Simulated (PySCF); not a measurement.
Process, species as SMILES: O(F)F + H+ → F[OH+]F
B3LYP-D3(BJ)/def2-TZVP geometries, fixed; electronic energies without zero-point terms; positive where energy is released.

Basis-set convergence of the proton affinity at M06-2X with PySCF. All functions are spherical. Density fitting with generated auxiliary sets. In sets without p functions on hydrogen, species with hydrogen take exact integrals. The proton sits at the site shown, which need not be the one that binds it best. No added dispersion term, no relativity. Functions are those of the species that has most. Reference: the value in def2-QZVPPD, 111.92 kcal/mol, itself unsure by roughly 0.43 kcal/mol (its mean distance from pcseg-3, def2-QZVPP, cc-pVQZ). Deviations are taken from unrounded values.

```csv
basis,functions,proton affinity (kcal/mol)
6-31G*,44,112.00
6-31+G*,56,106.47
cc-pVDZ,47,110.74
aug-cc-pVDZ,78,110.53
def2-SVP,47,110.31
def2-SVPD,77,108.91
pcseg-1,47,104.60
aug-pcseg-1,78,108.67
6-311G**,60,109.30
6-311+G**,72,107.01
def2-TZVP,99,111.04
def2-TZVPD,129,111.52
cc-pVTZ,104,111.45
aug-cc-pVTZ,161,111.02
pcseg-2,104,111.48
aug-pcseg-2,161,112.23
def2-TZVPP,107,111.86
def2-TZVPPD,137,112.12
def2-QZVPP,201,112.17
def2-QZVPPD,231,111.92
```

What the diffuse functions change, pair by pair:
- 6-31G* to 6-31+G*: 12 more functions, deviation 0.08 to -5.46 kcal/mol
- cc-pVDZ to aug-cc-pVDZ: 31 more functions, deviation -1.18 to -1.39 kcal/mol
- def2-SVP to def2-SVPD: 30 more functions, deviation -1.61 to -3.02 kcal/mol
- pcseg-1 to aug-pcseg-1: 31 more functions, deviation -7.33 to -3.25 kcal/mol
- 6-311G** to 6-311+G**: 12 more functions, deviation -2.62 to -4.91 kcal/mol
- def2-TZVP to def2-TZVPD: 30 more functions, deviation -0.89 to -0.40 kcal/mol
- cc-pVTZ to aug-cc-pVTZ: 57 more functions, deviation -0.47 to -0.91 kcal/mol
- pcseg-2 to aug-pcseg-2: 57 more functions, deviation -0.44 to 0.30 kcal/mol
- def2-TZVPP to def2-TZVPPD: 30 more functions, deviation -0.06 to 0.20 kcal/mol
- def2-QZVPP to def2-QZVPPD: 30 more functions, deviation 0.24 to 0.00 kcal/mol

Leaving out the reference's own pair, they bring the value nearer the reference by more than 0.43 kcal/mol in 2 of 9 pairs.
